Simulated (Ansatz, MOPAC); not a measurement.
Molecule: C5H4N (charge 0, doublet). SMILES: [c]1ccncc1

Atoms: N1, C2, C3, C4, C5, C6, H7, H8, H9, H10. Bonds: N1-C3, N1-C4, C2-C5, C2-C6, C3-C6, C3-H7, C4-C5, C4-H8, C5-H9, C6-H10.

Bond lengths (Å) and angles (degrees) optimised at AM1 with MOPAC; PM3 with MOPAC; PM6 with MOPAC; PM7 with MOPAC; PBE/6-31G* with Ansatz (a quantum-chemistry and plane-wave program); B3LYP/LANL2DZ with Ansatz, each started from the B3LYP-D3(BJ)/def2-TZVP structure (Ansatz) of the last column. A row stands for all coordinates that are equal there; 10 of 13 kinds are shown. 6-31G* holds six Cartesian d functions. No wavenumbers were computed at PBE/6-31G*, B3LYP/LANL2DZ, so these may be saddle points.

| coordinate | AM1 | PM3 | PM6 | PM7 | PBE/6-31G* | B3LYP/LANL2DZ | B3LYP-D3(BJ)/def2-TZVP |
|---|---|---|---|---|---|---|---|
| N1-C3 | 1.351 | 1.359 | 1.362 | 1.349 | 1.341 | 1.354 | 1.329 |
| C2-C5 | 1.371 | 1.369 | 1.364 | 1.361 | 1.380 | 1.392 | 1.367 |
| C3-C6 | 1.423 | 1.407 | 1.416 | 1.411 | 1.416 | 1.420 | 1.402 |
| C3-H7 | 1.104 | 1.095 | 1.095 | 1.096 | 1.099 | 1.088 | 1.086 |
| C5-H9 | 1.094 | 1.092 | 1.083 | 1.082 | 1.095 | 1.086 | 1.082 |
| C3-N1-C4 | 118.4 | 121.1 | 119.3 | 119.9 | 117.6 | 118.8 | 118.3 |
| N1-C3-C6 | 123.5 | 121.4 | 122.8 | 122.6 | 123.9 | 123.1 | 123.6 |
| C5-C2-C6 | 127.1 | 128.1 | 129.6 | 129.3 | 123.4 | 123.7 | 124.1 |
| C2-C5-C4 | 113.8 | 114.0 | 112.8 | 112.8 | 115.5 | 115.6 | 115.3 |
| N1-C3-H7 | 116.1 | 115.9 | 116.2 | 115.9 | 116.5 | 116.6 | 116.7 |

Mean signed difference of all 10 bond lengths from B3LYP-D3(BJ)/def2-TZVP: AM1 0.015 Å, PM3 0.011 Å, PM6 0.011 Å, PM7 0.006 Å, PBE/6-31G* 0.013 Å, B3LYP/LANL2DZ 0.015 Å.
